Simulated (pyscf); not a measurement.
PySCF, gas phase, ωB97X-D3(BJ)/def2-SVP geometries.

Problem. For the elementary gas-phase step GeH₃• (SMILES [GeH3]) + NH₃ (SMILES N) → H₂N–GeH₂• (SMILES [NH2][GeH2]) + H₂ (SMILES [H][H]) (doublet surface; Ge–H, H–N broken, Ge–N, H–H formed), what barrier and reaction energy does B3LYP-D3(BJ)/def2-TZVP give, measured from the separated reactants?

Solution. ΔE‡ = 151.5 kJ/mol, ΔE = +5.0 kJ/mol. ωB97M-D3(BJ)/def2-TZVP gives 164.3 kJ/mol and +13.0 kJ/mol. Zero-point energy shifts the barrier by -4.4 kJ/mol. It is a four-centre exchange, with an imaginary mode of 1595i cm⁻¹. The same reactants have a lower exit, to GeH₄ + NH₂• (barrier +117.0 kJ/mol at ωB97M-D3(BJ)/def2-TZVP, against +164.3 kJ/mol here). One saddle was located; it need not be the lowest between these sides. Elements up to Kr have no core potential and no relativistic terms here.
